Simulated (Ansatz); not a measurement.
Predict the output of the script below (the Python package of Ansatz (0.2.0)).

Script `composite_o2.py`:
```python
"""A composite energy for O2(-): DFT geometry, MP2 basis limit, coupled-cluster correction."""

import itertools

import ansatz
from ase.data import atomic_numbers, covalent_radii
import numpy as np

GEOMETRY = """
O     0.00000    0.00000    0.00000
O     0.00000    0.00000    1.30000
"""

system = ansatz.Crystal.molecule()
for line in GEOMETRY.strip().splitlines():
    symbol, *xyz = line.split()
    system = system.atom(symbol, [float(v) for v in xyz])

calc = (
    system.calculation()
    .basis(gaussian="def2-SVP")
    .functional("r2SCAN")
    .charge(-1)
    .spin("collinear", total=1)
)
symbols = [site.symbol for site in system.cartesian_sites]
start = np.array([site.position_ang for site in system.cartesian_sites], dtype=float)
report = calc.relax(force_tolerance=0.01).run(threads=1, backend="cpu").report
end = np.array(report["positions_ang"])
# pairs closer than 1.2 times the sum of covalent radii, before or after
radius = [covalent_radii[atomic_numbers[s]] for s in symbols]
span = lambda where, i, j: np.linalg.norm(where[i] - where[j])
bonded = [(i, j) for i, j in itertools.combinations(range(len(symbols)), 2) if min(span(start, i, j), span(end, i, j)) < 1.2 * (radius[i] + radius[j])]
print("pair        before    after (A)")
for i, j in bonded:
    print(f"{symbols[i]}{i}-{symbols[j]}{j}".ljust(10), f"{span(start, i, j):8.4f} {span(end, i, j):8.4f}")

minimum = ansatz.Crystal.molecule()
for symbol, place in zip(symbols, end):
    minimum = minimum.atom(symbol, place.tolist())
at_minimum = minimum.calculation().charge(-1).spin("collinear", total=1)
# MP2 extrapolated to the basis limit, plus the small-basis difference CCSD(T) - MP2
level = lambda method, basis: at_minimum.basis(gaussian=basis).correlation(method).run(threads=1, backend="cpu").report
small, large, cluster = level("mp2", "cc-pVDZ"), level("mp2", "cc-pVTZ"), level("ccsd_t", "cc-pVDZ")
corr = lambda each: (each["free_energy_ev"] - each["reference_energy_ev"]) / 27.211386246
mp2_limit = (27 * corr(large) - 8 * corr(small)) / 19
pieces = {"HF / cc-pVTZ": large["reference_energy_ev"] / 27.211386246, "MP2 correlation, DZ-TZ limit": mp2_limit, "CCSD(T) - MP2 / cc-pVDZ": corr(cluster) - corr(small)}
for name, value in pieces.items():
    print(f"{name:32s} {value:14.6f} Ha")
print(f"{'sum':32s} {sum(pieces.values()):14.6f} Ha")
print("T1 diagnostic", round(cluster["correlation"]["coupled_cluster"]["t1_diagnostic"], 4))
```

`python composite_o2.py` gives:
```text
pair        before    after (A)
O0-O1        1.3000   1.3429
HF / cc-pVTZ                        -149.628755 Ha
MP2 correlation, DZ-TZ limit          -0.513249 Ha
CCSD(T) - MP2 / cc-pVDZ               -0.014361 Ha
sum                                 -150.156365 Ha
T1 diagnostic 0.0112
```

The settings weren't tested for convergence. The sum leaves out core correlation, relativity, the Hartree-Fock basis error and zero-point energy; a DZ-TZ extrapolation is rough. The species is open-shell (spin multiplicity 2). Inner cores stay frozen, so this is valence correlation. The spin state was assumed, and another may lie lower. An extrapolation from small basis sets is rough. Anions want diffuse functions, which this basis lacks. Run time: 4.9 s on 1 thread of Arm Neoverse V2, with other jobs on the host, peak memory 0.17 GiB.
